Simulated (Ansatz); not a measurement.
Computed with Ansatz on PBE0-D4/def2-TZVP structures; ΔE is electronic, products minus reactants. CBS: MP2 limit from def2 TZ/QZ plus the TZ coupled-cluster correction, frozen cores. This one scheme is used for every species, atoms too. For atomizations the MP2-based limit and the directly extrapolated one differ by several kJ/mol either way, and by 10 to 25 for some Ge, Se and Sn compounds, so smaller differences from it don't rank the levels. Functionals use def2-TZVPP. No spin–orbit coupling; open shells (•) take unrestricted orbitals. Spin–orbit coupling would lower the free atoms: a little for C, Cl, O. Each species was taken in one conformer, which may not be the lowest.

`COC(Cl)Cl` → 2 C• + 2 Cl• + 4 H• + O•  (atomization)

```tsv
species	BLYP-D4 energy (Eh)
`COC(Cl)Cl`	-1074.27503
C•	-37.84656
Cl•	-460.15035
H•	-0.49755
O•	-75.08514
```

Question: Work out ΔE.

Answer: ΔE = 4 × (-0.49755) + 2 × (-37.84656) + 2 × (-460.15035) + (-75.08514) − (-1074.27503) = 1.20587 Eh = +3166.0 kJ/mol. CCSD(T)/CBS gives +3171.5 kJ/mol.

Largest T1 diagnostic among the species: 0.011.

From BLYP to BHLYP (50 % exact exchange), in def2-TZVPP and without D4, ΔE moves by −114.0 kJ/mol: exact exchange takes away binding that semilocal exchange gives to molecules. Leaving LDA and LC-ωPBE aside and taking each functional with its dispersion term where it has one, the values, not all of them listed here, spread over 251.5 kJ/mol, from BHLYP-D4 to PBE-D4. LDA lies +482.9 kJ/mol from PBE without D4, its usual overbinding.
